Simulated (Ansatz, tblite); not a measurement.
# The cluster ReS₂+: one state, many levels

One table from this session's results is given with a row withheld; the runs are named, their logs left out.

Method: as each input shows; program: Ansatz 0.2.0, Gaussian basis.

Levels to be run: GFN1-xTB, GFN2-xTB, PBE-D4/def2-TZVP, r2SCAN-D4/def2-TZVP, B3LYP-D4/def2-TZVP, ωB97M-V/def2-TZVP, r2SCAN0-D4/def2-TZVP, B97M-V/def2-TZVP, BHLYP-D4/def2-TZVP, PBE-D4/def2-SVP, PBE0-D4/def2-SVP, CCSD(T)/def2-TZVPP, MP2/def2-TZVP, RPA/def2-TZVP.

### The geometry

The singlet was relaxed beforehand with PBE0-D4/def2-TZVP. At that level it is the lowest of the isomers that a small search found.

3 atoms, charge 1, spin multiplicity 1.

Bond lengths: Re1–S2 2.029 Å, Re1–S3 2.029 Å. Angles: S2–Re1–S3 104.7°.

Re takes a core potential in the def2 sets. No spin-orbit coupling is included. The ion is computed in the gas phase, without counter-ions or solvent.

PBE0-D4/def2-TZVP was run before; its log isn't repeated, and its numbers join the tables.

The first run:

Tight binding, by tblite at 300 K electronic temperature and without a spin-polarisation term:

```python
tblite.interface.Calculator('GFN1-xTB', numbers, positions, charge=1, uhf=0).singlepoint()
```

Tight binding, by tblite at 300 K electronic temperature and without a spin-polarisation term:

```python
tblite.interface.Calculator('GFN2-xTB', numbers, positions, charge=1, uhf=0).singlepoint()
```

start.molden holds the orbitals of an earlier run on this state, given as this run's starting guess.

File in.yaml:

```yaml
crystal:
  periodic: [false, false, false]
  atoms:
    - {symbol: Re, position_ang: [0.725193, 0.231006, -0.321308]}
    - {symbol: S, position_ang: [-0.548203, 1.348772, 0.794470]}
    - {symbol: S, position_ang: [-0.176990, -1.579768, -0.473172]}
basis:
  gaussian: {orbitals: def2-TZVP, initial_orbitals: start.molden}
total_charge: 1
hamiltonian: {xc: pbe, dispersion: d4}
scf: {omitted_lower_state_checks: [starts]}
output: {orbitals: {seedname: orbitals}}
```

Run with:

```console
> ansatz run in.yaml --threads 4 --pin off --events-out ev --progress --plain --max-ram 3916MiB
```

Among the steps run: PBE-D4/def2-TZVP; r2SCAN-D4/def2-TZVP; B3LYP-D4/def2-TZVP; ωB97M-V/def2-TZVP; r2SCAN0-D4/def2-TZVP; B97M-V/def2-TZVP; BHLYP-D4/def2-TZVP; PBE-D4/def2-SVP; PBE0-D4/def2-SVP; CCSD(T)/def2-TZVPP; MP2/def2-TZVP; RPA/def2-TZVP.

One of the session's tables, all rows but one given; the rest of the session is left out.

It belongs to the step «Levels side by side». 

```
               level  HOMO (eV)  LUMO (eV)  gap (eV)
     PBE-D4/def2-SVP          ?          ?         ?
    PBE-D4/def2-TZVP     -11.15     -10.73      0.42
 r2SCAN-D4/def2-TZVP     -11.51     -10.63      0.88
    B97M-V/def2-TZVP     -11.56     -10.51      1.05
  B3LYP-D4/def2-TZVP     -12.28     -10.02      2.26
    PBE0-D4/def2-SVP     -12.71      -9.94      2.77
   PBE0-D4/def2-TZVP     -12.52      -9.79      2.73
r2SCAN0-D4/def2-TZVP     -12.77      -9.73      3.04
  BHLYP-D4/def2-TZVP     -13.82      -8.93      4.89
   ωB97M-V/def2-TZVP     -14.85      -7.77      7.08
```

**Question.** Estimate the row for PBE-D4/def2-SVP.

**Answer.** HOMO (eV): -11.29; LUMO (eV): -10.84; gap (eV): 0.46. In the column «HOMO (eV)» it lies between r2SCAN-D4/def2-TZVP (-11.51) and PBE-D4/def2-TZVP (-11.15).
